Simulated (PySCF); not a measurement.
## How good is the calculation?

Geometry (Å), atoms numbered from 1 in this order:
```xyz
12

C     1.978   -0.183    0.678
C     1.105    0.207   -0.221
S    -0.529    0.741    0.305
C    -1.612   -0.584   -0.309
O    -0.580    0.744    1.740
O    -0.857    1.954   -0.393
H     2.980   -0.501    0.435
H     1.693   -0.183    1.718
H     1.274    0.277   -1.281
H    -1.495   -0.648   -1.383
H    -1.322   -1.504    0.180
H    -2.632   -0.322   -0.054
```

- GIAO PBE0/pcSseg-1 shieldings
- geometry: GFN2-xTB
- code: PySCF 2.14
- single conformer, non-relativistic Hamiltonian, in vacuum, rapidly exchanging positions averaged

Reference values: measured (solution, not stated per compound (mostly CDCl3 or CCl4); Pretsch, Buehlmann, Badertscher, Structure Determination of Organic Compounds, 4th ed. (2009)).
```json
{"atoms": "H9", "quantity": "δ 1H", "reference": "6.76", "computed": "6.62", "computed, scaled": "6.34"}
{"atoms": "H8", "quantity": "δ 1H", "reference": "6.43", "computed": "6.67", "computed, scaled": "6.39"}
{"atoms": "H7", "quantity": "δ 1H", "reference": "6.14", "computed": "6.46", "computed, scaled": "6.20"}
```

Computed shifts are σ(ref) − σ with the named reference compound (TMS for H and C) calculated as an isolated molecule at the same level. The measured values may be among those fitted. Scaled to experiment by linear calibration (H and C: mostly CDCl3 data, vs TMS): 1H (scatter 0.16 ppm rms, 0.17 ppm with the 2 outliers that the fit left out). Occasional misses reach two or three times the rms, and more in compound classes unlike the fitted ones.

How far are the unscaled 1H shifts from the references?

## Answers

Mean signed difference +0.14 ppm, mean absolute 0.23 ppm over 3 comparisons; the largest is +0.32 ppm at H7 (hydrogen on a terminal =CH2 carbon).
